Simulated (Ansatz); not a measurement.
Input file:

```yaml
crystal:
  periodic: [false, false, false]
  atoms:
    - {symbol: Ge, position_ang: [-0.563534, 0.000000, 0.000000]}
    - {symbol: H, position_ang: [-1.074984, 1.446599, 0.000000]}
    - {symbol: H, position_ang: [-1.074984, -0.723300, 1.252792]}
    - {symbol: H, position_ang: [-1.074984, -0.723299, -1.252792]}
    - {symbol: H, position_ang: [1.178466, 0.000000, 0.000000]}
    - {symbol: O, position_ang: [2.687466, 0.000000, 0.000000]}
basis:
  gaussian: {orbitals: cc-pVDZ}
magnetization: {spin_polarized: true, initial_magnetization: 2}
correlation: {method: mp2, electrons: outside_noble_gas}
scf: {lower_state_search: full}
```

```sh
$ ansatz run in.yaml --threads 1 --pin off --events-out ev --progress --plain --max-ram 2393MiB
```

Output:

```
624 factors; integrals over basis functions are off by at most 1.5e-3 eV
mean field evaluation 1: about -58567.5849 eV, gradient 1.3e1 eV
mean field evaluation 2: about -58567.6028 eV, gradient 1.3e1 eV
mean field evaluation 4: about -58569.5345 eV, gradient 3.3e0 eV
mean field evaluation 8: about -58569.8385 eV, gradient 6.0e-1 eV
mean field evaluation 16: about -58569.8475 eV, gradient 2.4e-6 eV
mean field evaluation 32: about -58569.8475 eV, gradient 1.1e-6 eV
mean field evaluation 64: about -58569.3264 eV, gradient 8.4e0 eV
mean field evaluation 96: about -58569.8232 eV, gradient 2.4e0 eV
mean field evaluation 128: about -58569.8473 eV, gradient 1.4e-1 eV
mean field evaluation 160: about -58569.8475 eV, gradient 6.7e-6 eV
mean field evaluation 192: about -58569.3064 eV, gradient 8.7e-1 eV
mean field evaluation 224: about -58554.6344 eV, gradient 4.3e0 eV
mean field -58569.84745750 eV, -2152.4021939945 hartree, gradient 2.6e-6 eV, S^2 2.036696; 14 other end points of the search recorded, 0 dependent functions left out
15 core orbitals not correlated: weight in the atoms' cores, before any rotation towards them, 0.999 or more for the frozen orbitals, at most 0.000 for the correlated occupied ones
reference -58569.84745750 eV, -2152.4021939945 hartree; 8, 6 occupied and 38, 40 virtual orbitals, 624 factors
second order -6.16250956 eV of doubles, -0.00000000 eV of singles
Total energy: -58576.00996706 eV, -2152.6286620437 hartree
```

Ran on 1 thread of Intel Xeon Platinum 8375C, shared host: 17 s wall, 0.21 GiB peak host memory.
